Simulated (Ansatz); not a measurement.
# CH2O: the cost of one run

Method: RKS B3LYP-D4/def2-SVP, in Ansatz 0.2.0.

## Step 1: The starting structure

Bond lengths: C1–O2 1.131 Å.

Coordinates:

```xyz
4

C    -0.2335    0.4292   -0.9980
O     0.4284   -0.2253   -1.6408
H    -0.0252   -0.2442    1.6856
H    -0.1697    0.0404    0.9532
```

## Step 2: Relaxing the start

input.yaml reads:

```yaml
crystal:
  periodic: [false, false, false]
  atoms:
    - { symbol: C, position_ang: [-0.2335, 0.4292, -0.998] }
    - { symbol: O, position_ang: [0.4284, -0.2253, -1.6408] }
    - { symbol: H, position_ang: [-0.0252, -0.2442, 1.6856] }
    - { symbol: H, position_ang: [-0.1697, 0.0404, 0.9532] }
basis:
  gaussian: { orbitals: def2-SVP }
hamiltonian:
  xc: b3lyp
  dispersion: d4
relax:
  f_tol: 0.02
  max_steps: 40
```

The run is started by

```console
ansatz run input.yaml --threads 1 --pin off --max-ram 2048MiB --backend cpu --events-out ev --progress --plain --runs-dir out
```

What time and memory should one allow on 1 thread of Intel Xeon Platinum 8488C (Sapphire Rapids), shared host?

About 20 s, with a peak of 0.11 GiB.
